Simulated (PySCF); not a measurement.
hydrogen isocyanide, CHN, SMILES [C-]#[NH+], point group C∞v.

Level: PBE0/pcSseg-2 in PySCF (density fitting, grid level 2); geometry and Hessian at that level, cubic constants and property derivatives from steps of ±0.6 along each species' dimensionless normal coordinates, second-order vibrational perturbation theory. The parent has the commonest isotopes.

Equilibrium geometry (Å):

```tsv
atom	x	y	z
C1	0.8983	0.5278	-0.0248
N2	-0.0291	-0.1746	-0.0163
H3	-0.8233	-0.7762	-0.0091
```

Species: ²H at 3. Output of the displacement run:

```
mode    cm-1    km/mol   phi_rrr   E(+)/cm-1  E(-)/cm-1
  1    395.06    64.80       0.5      81.06      80.94
  2    395.56    64.80       0.1      80.89      80.89
  3   2022.73    32.78     537.1     384.05     345.40
  4   2900.14   216.78   -1125.7     484.42     565.26
```

For the shielding of H3 (σe = 27.89 ppm):

```csv
mode,ω (cm⁻¹),Σr φrrs (cm⁻¹),∂σ/∂q,∂²σ/∂q²
1,395,0,0.000,-2.357
2,396,0,0.000,-2.353
3,2023,218,1.345,0.131
4,2900,1277,-3.235,0.651
```

Task: Work out the zero-point average of this shielding.

Result: With ⟨qs⟩ = −Σr φrrs/(4ωs) and ⟨qs²⟩ = 1/2: the mean displacements are 0.000, 0.000, -0.027, -0.110. The anharmonic term Σ (∂σ/∂q)⟨q⟩ is 0.32 ppm, the harmonic term ¼ Σ ∂²σ/∂q² is -0.98 ppm, so ⟨σ⟩ = 27.23 ppm.
